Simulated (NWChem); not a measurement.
AlF3; SMILES [F][Al]([F])[F]

All runs: NWChem. Pople sets run with spherical d functions. Geometry: optimised at B3LYP/6-31G* (spherical d). Gas phase, vertical.

PBE/6-31G*, full TDDFT puts singlet state 6 at 8.19 eV with oscillator strength 0.151.

**Question.** Give the wavelength, the transition dipole and the radiative lifetime of that state in vacuum.

**Answer.** 
1. λ = 1239.84/8.19 = 151 nm, or 66060 cm⁻¹.
2. f = (2/3) ΔE μ² in atomic units, so μ = √(1.5 f/ΔE) = 0.87 a.u. = 2.20 D.
3. τ = 1.499 s cm⁻² / (f ν²) = 2.3 ns, for a non-degenerate state that emits at the vertical energy; a higher state like this one mostly decays faster by other paths.
